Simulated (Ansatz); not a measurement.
Reaction (SMILES): C#CC#C + 7 [H][H] (H2) -> 4 C (CH4)

Quantity: energy of full hydrogenation (enthalpy at 298 K), in kcal/mol. Set-up: 6-31G* and kin with 6d, 5d where marked; non-relativistic; dispersion terms only where a functional's name holds one; 6-311+G** with 5d; LANL2DZ all-electron up to Ne; spin-orbit terms left out. Ab initio and DFT rows: single points at B3LYP-D3(BJ) geometries (Ansatz, a program for electronic structure), with unscaled harmonic terms from B3LYP/6-31G* at its own minima.

Measured values: Active Thermochemical Tables 1.112 (ions: stationary electron), as tabulated in the package chemicals; they hold spin-orbit and core effects, anharmonicity. 

Value to compare with, the measured value: -181.3 kcal/mol.

```tsv
level	program	energy of full hydrogenation (enthalpy at 298 K) (kcal/mol)	error
B3LYP/STO-3G	Ansatz	-240.9	-59.6
B3LYP/3-21G	Ansatz	-195.1	-13.8
B3LYP/LANL2DZ	Ansatz	-200.6	-19.3
B3LYP/6-31G	Ansatz	-191.1	-9.8
B3LYP/6-31G*	Ansatz	-191.3	-10.0
B3LYP/6-31+G*	Ansatz	-190.6	-9.3
B3LYP/6-31G**	Ansatz	-189.6	-8.3
B3LYP/def2-SVP	Ansatz	-190.3	-9.0
B3LYP/cc-pVDZ	Ansatz	-187.8	-6.5
B3LYP/6-311+G**	Ansatz	-181.3	0.0
B3LYP/def2-TZVPD	Ansatz	-179.1	2.2
```

Among the 10 habitual levels, B3LYP/STO-3G lies farthest from the measured value (-59.6 kcal/mol) and B3LYP/6-311+G** nearest (0.0); 0 of 10 lie above it, and their mean absolute error is 14.6 kcal/mol, the median 9.6. One case shows no general order.

The sets are all those run for this method; runs whose electronic state is in doubt are left out.
